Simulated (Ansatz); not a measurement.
This geometry of BH3O + FH (7 atoms, charge 0, multiplicity 1) is a first-order saddle point.

Computed with RKS BHLYP/def2-SVP (Ansatz).

```xyz
7
Properties=species:S:1:pos:R:3
B 0.029 0.089 0.128
O -0.002 0.013 1.623
H -0.823 -0.336 1.966
H 1.104 -0.142 -0.339
H -0.982 -0.264 -0.407
F -0.053 1.719 0.341
H -0.059 1.242 1.337
```

(1) Which two structures does it join? (They come from a converged band through this point; their orientation in space is the band's.)

(2) How far does it lie above each of them?

## Answers

(1) Bonds broken: F6–H7. Bonds formed: B1–F6, O2–H7. BH3O + FH becomes BFH4O.

Image 0:

```xyz
7
Properties=species:S:1:pos:R:3
B -0.168 -0.413 -0.032
O -0.462 0.161 1.153
H -1.067 -0.325 1.710
H 0.585 0.175 -0.749
H -0.660 -1.470 -0.319
F 0.724 2.497 1.430
H 0.262 1.698 1.455
```

Image 6:

```xyz
7
Properties=species:S:1:pos:R:3
B -0.044 0.312 -0.079
O -0.076 -0.007 1.615
H -0.969 0.128 1.940
H 1.122 0.112 -0.318
H -0.871 -0.481 -0.462
F -0.431 1.622 -0.107
H 0.481 0.636 2.060
```

(2) 71.5 kJ/mol above the first and 99.2 kJ/mol above the second. This is the barrier of this one path; another mechanism may lie lower. The orbitals stay closed-shell, which can raise the energy where a bond breaks towards radicals; this wasn't checked here.

Time of the run: 100 s on 1 thread of Arm Neoverse V1, with other jobs on the host, peak memory 0.11 GiB.
